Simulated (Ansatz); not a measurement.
Input file:

```yaml
crystal:
  periodic: [false, false, false]
  atoms:
    - {symbol: P, position_ang: [-0.000018, -0.308452, 2.734017]}
    - {symbol: Ga, position_ang: [0.000037, -0.331123, 0.518198]}
    - {symbol: P, position_ang: [-0.000017, -0.395718, -1.660508]}
    - {symbol: H, position_ang: [-0.000002, 1.035293, -1.591708]}
basis:
  gaussian: {orbitals: STO-3G}
total_charge: 1
magnetization: {spin_polarized: false, initial_magnetization: 1}
hamiltonian: {xc: pbe0}
correlation: {active_space: {window: {electrons: 3, orbitals: 3}}}
```

```sh
$ ansatz run in.yaml --threads 1 --pin off --events-out ev --progress --plain --max-ram 2393MiB
```

One thing in this input was set wrong on purpose, beside settings that are merely unusual. What is the gravest fault, and what does the program do?

Active space on a functional. How the run ends: refused.
```
Error: invalid value for `correlation.active_space`: it starts from restricted Hartree–Fock orbitals; set hamiltonian.xc: hf without magnetization.spin_polarized
```
